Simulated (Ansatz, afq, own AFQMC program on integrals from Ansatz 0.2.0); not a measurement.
SiH4, triplet in 6-31G, levels against full CI

```xyz
5

Si    0.0000    0.0000    0.0000
H    -0.0151    1.4171    1.4073
H    -0.0215   -1.4074    1.4170
H     0.0215    1.4074   -1.4170
H     0.0151   -1.4171   -1.4073
```

Basis 6-31G. Only valence electrons are correlated. AFQMC by an in-house program on the Cholesky factors that Ansatz 0.2.0 writes for its CCSD(T) run. The CISD trial takes its coefficients from CCSD amplitudes. Released means that phaseless walkers are propagated on without the constraint, phases kept. Error bars are statistical, one sigma.

Determinant: ROHF, the one that the program's search chose, which needn't be the lowest solution. The geometry is a point of a scan.

Full CI is exact in this basis; its frozen core comes from its own orbitals, which moves totals by up to a few meV.

Cautions: lower spins were not checked; higher spins were not checked; a spin-contaminated unrestricted determinant lies lower (UHF 377 meV lower, ⟨S²⟩ 2.14); the released energies are still falling, so no released level is given (meV from the phaseless value at times in 1/Eh: -21 ± 10 at 0.24, -26 ± 11 at 0.50, -31 ± 8 at 1.00, -44 ± 8 at 1.50); full CI with its own frozen core.

- T1 diagnostic: 0.0265
- weight of the determinant in the CISD state: 0.809
- size of the correlated space: 8 electrons in 16 orbitals

Reference: full CI, correlation energy -3.932 eV. CCSDTQ lies 0.3 meV below full CI, in part by the other frozen core, which shifts every row alike, so rows that close can't be ranked against it.

```csv
level,E − E(reference) (mEh),share of correlation (%)
HF,144.51,0.00
MP2,58.07,59.81
CCSD,7.45,94.84
CCSD(T),2.29,98.42
CCSDT,0.01,99.99
CCSDT(Q),-0.08,100.06
CCSDTQ,-0.01,100.01
ph-AFQMC/CISD,2.58 ± 0.31,98.21
```

CCSDT and higher add their correlation energy to the determinant of the CCSD(T) run, since their own runs factorise the integrals more tightly (a shift of under 2 meV). A walk keeps the symmetry of its determinant, which the program's search chose and which needn't be the lowest solution, so a lower state of the same spin and another symmetry isn't excluded.
